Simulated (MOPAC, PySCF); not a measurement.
CH4O, SMILES `CO`, neutral singlet in the gas phase. 

Cartesian coordinates (Å):
SMILES: CO
```xyz
6

C     -0.3469     0.0147    -0.0029
O      0.9282    -0.2038     0.5502
H     -0.5047     1.0598    -0.3391
H     -1.0906    -0.1934     0.7819
H     -0.5732    -0.6538    -0.8584
H      1.5872    -0.0235    -0.1316
```
Charge 0, multiplicity 1.

All levels are single points at this geometry (B3LYP-D3(BJ)/def2-SVP); Pople sets use spherical d functions. Orbital energies aren't observables, and empty levels follow the basis.

BP86/6-31G* in PySCF gives HOMO (eV) = -5.80.

Problem. Estimate the HOMO (eV) from each of these levels: PBE-D3(BJ)/def2-TZVP in PySCF; ωB97X-D3(BJ)/def2-TZVP in PySCF; B3LYP/3-21G in PySCF; B3LYP/6-31G* in PySCF; HF/3-21G in PySCF; HF/6-31G* in PySCF; HF/STO-3G in PySCF; PM7 in MOPAC.

Solution. 
```json
[
 {"level": "PBE-D3(BJ)/def2-TZVP in PySCF", "HOMO (eV)": "-6.17"},
 {"level": "ωB97X-D3(BJ)/def2-TZVP in PySCF", "HOMO (eV)": "-10.51"},
 {"level": "B3LYP/3-21G in PySCF", "HOMO (eV)": "-6.69"},
 {"level": "B3LYP/6-31G* in PySCF", "HOMO (eV)": "-7.20"},
 {"level": "HF/3-21G in PySCF", "HOMO (eV)": "-11.77"},
 {"level": "HF/6-31G* in PySCF", "HOMO (eV)": "-12.06"},
 {"level": "HF/STO-3G in PySCF", "HOMO (eV)": "-9.68"},
 {"level": "PM7 in MOPAC", "HOMO (eV)": "-10.70"}
]
```
